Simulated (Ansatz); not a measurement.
```yaml
crystal:
  periodic: [false, false, false]
  atoms:
    - {symbol: O, position_ang: [-1.381485, 0.011235, -0.000781]}
    - {symbol: Ga, position_ang: [0.337922, 0.020525, 0.000135]}
    - {symbol: H, position_ang: [-2.326086, 0.126119, -0.001570]}
    - {symbol: H, position_ang: [0.879596, -1.724257, 0.004591]}
basis:
  gaussian: {orbitals: def2-TZVP}
magnetization: {spin_polarized: true, initial_magnetization: 1}
hamiltonian: {xc: pbe0}
relax: {f_tol: 0.004, max_steps: 80}
```

```sh
$ ansatz run in.yaml --threads 1 --pin off --events-out ev --progress --plain --max-ram 2176MiB
```

Steps of the relaxation (energy above the last step; positions in Å, forces in eV/Å):

```
4
step 1, 542.4 meV
O    -1.381    0.011   -0.001   -1.277   -0.160    0.000
Ga    0.338    0.021    0.000    1.387   -1.299    0.004
H    -2.326    0.126   -0.002    0.126    0.196    0.000
H     0.880   -1.724    0.005   -0.235    1.262   -0.003
```

```
4
step 2, 358.3 meV
O    -1.424   -0.006   -0.001   -0.665   -0.327    0.000
Ga    0.316   -0.172    0.001    0.202    0.652   -0.001
H    -2.354    0.222   -0.002    0.466    0.084    0.000
H     0.972   -1.611    0.004   -0.003   -0.409    0.001
```

```
4
step 3, 332.0 meV
O    -1.416   -0.015   -0.001   -0.307   -0.389    0.001
Ga    0.332   -0.128    0.000    0.220    0.169    0.000
H    -2.342    0.203   -0.002    0.155    0.211    0.000
H     0.937   -1.626    0.004   -0.068    0.008    0.000
```

```
4
step 9, 0.0 meV
O    -1.590   -0.354    0.000    0.007    0.000    0.000
Ga    0.196   -0.145    0.000   -0.006   -0.001    0.000
H    -2.101    0.458   -0.002   -0.004    0.003    0.000
H     1.005   -1.526    0.004    0.003   -0.002    0.000
```

```
4
step 10, 0.0 meV
O    -1.590   -0.353    0.000    0.000    0.000    0.000
Ga    0.196   -0.146    0.000    0.000    0.000    0.000
H    -2.101    0.458   -0.002    0.000    0.000    0.000
H     1.005   -1.526    0.004    0.000    0.000    0.000
```

Close pairs at the end: O1–H3 0.959 Å, Ga2–H4 1.600 Å, O1–Ga2 1.798 Å.

A stationary point of unrestricted PBE0 after 10 steps, with ⟨S²⟩ = 0.754 against 0.75 for a pure state; no frequencies were run, so it isn't proven a minimum. 56 s on 1 thread of Arm Neoverse N1, shared host.
